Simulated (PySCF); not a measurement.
An excited-state job on `CN1CCCC1`.

Computed with TDDFT CAM-B3LYP/def2-SVPD, vertical, gas phase, core orbitals frozen in the response (PySCF 2.14.0, density-fitted response routines). Geometry: GFN2-xTB. A driver script takes a list of jobs; this job's settings line and coordinates (Å) are shown.

Input:
```
{"job": {"kind": "uv", "xc": "CAM-B3LYP", "basis": "def2-SVPD", "nstates": 8, "ntriplets": 3}, "charge": 0, "multiplicity": 1}
C      2.077290    -0.087140     0.275325
N      0.652992    -0.035065     0.480434
C     -0.068854    -1.144844    -0.114826
C     -1.536488    -0.701564    -0.097582
C     -1.474030     0.830537     0.045283
C      0.016817     1.152215    -0.056127
H      2.355388    -0.075215    -0.792643
H      2.539661     0.769760     0.763589
H      2.467807    -0.998815     0.725771
H      0.106137    -2.053263     0.464649
H      0.263229    -1.328047    -1.153096
H     -2.046734    -1.004143    -1.010999
H     -2.063658    -1.144916     0.745305
H     -2.050751     1.343638    -0.722549
H     -1.852787     1.134954     1.019835
H      0.303551     2.028538     0.527709
H      0.303431     1.325398    -1.109987
```

Task: Estimate the output.

Result: 
```
coarse grid: 13312 points
cycle   1  E = -251.5092714508  dE =  8.093e-01  |g| = 2.807e-01  |ddm| = 6.626e+00
cycle   2  E = -251.5188479412  dE = -9.576e-03  |g| = 2.382e-01  |ddm| = 1.275e+00
cycle   3  E = -251.5318458117  dE = -1.300e-02  |g| = 5.233e-02  |ddm| = 4.833e-01
cycle   4  E = -251.5323766642  dE = -5.309e-04  |g| = 1.883e-02  |ddm| = 1.266e-01
cycle   5  E = -251.5324525775  dE = -7.591e-05  |g| = 4.181e-03  |ddm| = 3.591e-02
cycle   6  E = -251.5324567490  dE = -4.172e-06  |g| = 8.923e-04  |ddm| = 1.698e-02
final grid: 126128 points
cycle   7  E = -251.5812291462  dE = -4.175e-05  |g| = 3.955e-03  |ddm| = 1.060e-01
cycle   8  E = -251.5812297890  dE = -6.429e-07  |g| = 3.734e-03  |ddm| = 1.636e-02
cycle   9  E = -251.5812332806  dE = -3.492e-06  |g| = 2.372e-04  |ddm| = 5.935e-03
cycle  10  E = -251.5812332890  dE = -8.399e-09  |g| = 1.766e-04  |ddm| = 9.020e-04
cycle  11  E = -251.5812332957  dE = -6.722e-09  |g| = 2.367e-05  |ddm| = 3.363e-04
cycle  12  E = -251.5812332958  dE = -1.167e-10  |g| = 8.571e-06  |ddm| = 6.689e-05
converged SCF energy = -251.5812332958

Static polarisability (au): isotropic 67.166, principal 60.230 67.475 73.794

Singlet excitations
state   eV       nm        f      main configurations
  1   6.0646    204.4   0.02114   H->L 0.91
  2   6.8488    181.0   0.01946   H->L+1 0.91
  3   6.9986    177.2   0.00264   H->L+2 0.88
  4   7.3102    169.6   0.10614   H->L+3 0.91
  5   7.7792    159.4   0.00826   H->L+4 0.58, H->L+5 0.16, H->L+2 0.09
  6   7.8995    157.0   0.00425   H->L+5 0.64, H->L+4 0.19
  7   7.9656    155.6   0.00065   H->L+6 0.82
  8   8.2390    150.5   0.05459   H->L+7 0.85

Triplet excitations (Tamm-Dancoff, eV): 5.8499 6.7632 6.9172
```

The SCF starts on a coarse grid where the log names one; the energy can jump when the final grid takes over, and dE then counts from the start density on the new grid. H and L stand for HOMO and LUMO; the number after each pair is its weight.

Task: Which computed singlet has the largest oscillator strength, and what do all of them sum to?

Result: State 4 at 7.31 eV (170 nm), f = 0.106; the 8 states sum to 0.217.

Task: How does the lowest singlet excitation compare with the HOMO–LUMO gap?

Result: HOMO -7.54 eV and LUMO 1.45 eV give a gap of 8.99 eV; S1 at 6.06 eV lies 2.93 eV below it.

In short: HOMO -7.54 eV, LUMO 1.45 eV; lowest singlet 6.06 eV; lowest triplet 5.85 eV (Tamm–Dancoff); mean polarisability 67.2 au.

Task: Estimate the wall time. Hardware: Arm Neoverse V1, one thread, shared host.

Result: About 37 s.

One conformer stands for the species.
Labels such as C1 count atoms from 1, the log's own numbers from 0.
